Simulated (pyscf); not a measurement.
H₃C–CH₂–ZnH (SMILES C[CH2][ZnH]) + H₂ (SMILES [H][H]) -> H₃C–CH₃ (SMILES CC) + ZnH₂ (SMILES [ZnH2]), a four-centre exchange (singlet surface; C–Zn, H–H broken, C–H, H–Zn formed). PySCF, gas phase, ωB97X-D3(BJ)/def2-SVP geometries. Energies in kJ/mol from the separated reactants.

AM1 to PM7: differences of heats of formation from MOPAC, which are fitted to 298 K values and so differ in kind from electronic energies by zero-point and thermal terms. 

Task: In single points AM1 puts the saddle at 150.7 kJ/mol and the reaction energy at -9.6 kJ/mol. Should these be trusted to within a few kcal/mol? Compare with ωB97M-D3(BJ)/def2-TZVP.

Result: ωB97M-D3(BJ)/def2-TZVP gives ΔE‡ = 164.9 kJ/mol and ΔE = -56.7 kJ/mol. AM1 lies 14.2 kJ/mol under it in the barrier and 47.2 kJ/mol over it in the reaction energy, so on this step it does not hold to within 12.6 kJ/mol. ωB97M-D3(BJ)/def2-TZVP has limits of its own. At the saddle there is also a short H–Zn contact that neither side keeps. This is the saddle that the search found; another between the same sides may lie lower. In the def2 sets elements up to Kr have no core potential.
